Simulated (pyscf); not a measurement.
PySCF, gas phase, ωB97X-D3(BJ)/def2-SVP geometries.

Q: For O=V(Cl)(Cl)–Cl (SMILES [O]=[V]([Cl])([Cl])[Cl]) + H₂S (SMILES S) → O=V(SH)(Cl)–Cl (SMILES [O]=[V]([SH])([Cl])[Cl]) + HCl (SMILES Cl), a four-centre exchange (singlet surface; Cl–V, H–S broken, S–V, Cl–H formed), PBE/def2-TZVP gives ΔE‡ = 16.9 kcal/mol and ΔE = +5.9 kcal/mol (zero: the separated reactants). In which direction and how far do PBE0-D3(BJ)/def2-TZVP, M06-2X/def2-TZVP, ωB97M-D3(BJ)/def2-TZVP move these?

A: PBE0-D3(BJ): ΔE‡ = 17.1 kcal/mol, ΔE = +5.6 kcal/mol; M06-2X: ΔE‡ = 21.3 kcal/mol, ΔE = +6.4 kcal/mol; ωB97M-D3(BJ): ΔE‡ = 22.2 kcal/mol, ΔE = +6.3 kcal/mol. PBE's barrier matches one of them and lies within 5.3 kcal/mol of the others. Its reaction energy lies among theirs. On the reactant side the descent ends in an adduct with a S–V contact, 5.6 kcal/mol under the separated species and 23.3 kcal/mol under the saddle at ωB97X-D3(BJ)/def2-TZVP. What is counted as formed (S–V) is already present as a longer contact in the reactant adduct; forming that adduct is a step of its own. At ωB97X-D3(BJ) the barrier from the zero used here is 17.7 kcal/mol. One saddle was located; it need not be the lowest between these sides.
